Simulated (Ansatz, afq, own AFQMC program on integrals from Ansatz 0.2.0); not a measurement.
# Fe⁺, sextet in def2-TZVP, levels against CCSDTQ

A free Fe cation.

Basis def2-TZVP. Noble-gas cores (and the filled d shells of Ga–Kr and In–Xe) are frozen. AFQMC by an in-house program on the Cholesky factors that Ansatz 0.2.0 writes for its CCSD(T) run. The CISD trial takes its coefficients from CCSD amplitudes. Released means that phaseless walkers are propagated on without the constraint, phases kept. Uncertainties: one standard error, sampling alone. The metal's outer-core s and p shells are frozen, which shifts wave-function levels against functionals.

Determinant: ROHF, the one that the program's search chose, which needn't be the lowest solution.

No full CI on the walks' own integrals is used here; CCSDTQ serves as the reference and is uncertain by about the last step of the cluster series.

Cautions: no relativity below Rb; outer-core shells of the metal frozen; CCSDTQ on the UHF determinant differs (64 meV lower), by its state or its frozen core.

```
T1 diagnostic                               : 0.0124
weight of the determinant in the CISD state : 0.974
size of the correlated space                : 7 electrons in 36 orbitals
```

Reference: CCSDTQ, correlation energy -3.269 eV. The released energy is read at 4.20 1/Eh (meV from the phaseless value at times in 1/Eh: -1.9 ± 0.6 at 0.60, -1.8 ± 0.8 at 1.20, -4.0 ± 0.8 at 2.00, -1.5 ± 1.3 at 3.00, 0.9 ± 1.6 at 4.20).

| level | E − E(reference) (kcal/mol) | share of correlation (%) |
| --- | --- | --- |
| HF | 75.39 | 0.00 |
| MP2 | 4.44 | 94.11 |
| CCSD | 1.11 | 98.53 |
| CCSD(T) | 0.11 | 99.85 |
| CCSDT | 0.03 | 99.97 |
| CCSDT(Q) | 0.01 | 99.99 |
| ph-AFQMC/CISD | 0.11 ± 0.02 | 99.86 |
| released AFQMC | 0.13 ± 0.04 | 99.83 |

CCSDT and higher add their correlation energy to the determinant of the CCSD(T) run, since their own runs factorise the integrals more tightly (a shift of under 2 meV). A walk keeps the symmetry of its determinant, which the program's search chose and which needn't be the lowest solution, so a lower state of the same spin and another symmetry isn't excluded. Released energies are given only where the last usable release times agree within the noise; a slower fall can still hide under it.
